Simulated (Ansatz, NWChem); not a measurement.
Worked example: C2H7N → CH4N + CH3

Species: C2H7N `CCN`, singlet; CH4N `[CH2]N`, doublet; CH3 (methyl radical) `[CH3]`, doublet. 

Shapes, held fixed at every level: PBE0-D4/def2-TZVP. Flexible molecules stand in one conformer, not always the lowest. Programs: Ansatz 0.2.0, NWChem 7.3.0. A level may come from different programs for different species; with the same settings they agree closely. The zero-point and thermal change to 298 K, harmonic and unscaled (PBE0-D4/def2-TZVP), is -25.6 kJ/mol.

At CCSD(T)/CBS estimate; 1 Eh = 2625.50 kJ/mol:

```
species  energy (Eh)
  C2H7N  -135.016517
   CH4N   -95.092239
    CH3   -39.782177
```

**Question.** Work out ΔH(298 K) of the reaction at this level.

**Answer.** 
1. Products less reactants: (-95.092239) + (-39.782177) − [(-135.016517)] = 0.142101 Eh = +373.1 kJ/mol.
2. With the thermal change: +373.1 + (-25.6) = +347.5 kJ/mol.

Other levels give +224.8 (HF/def2-TZVPP) to +345.2 kJ/mol (wB97X-V/def2-TZVPP). No measured value is set beside it here. Open shells run unrestricted unless RO is named. The CBS estimate extrapolates MP2 from def2-TZVPP and def2-QZVPP and adds CCSD(T) − MP2 in the triple-zeta set, cores frozen.
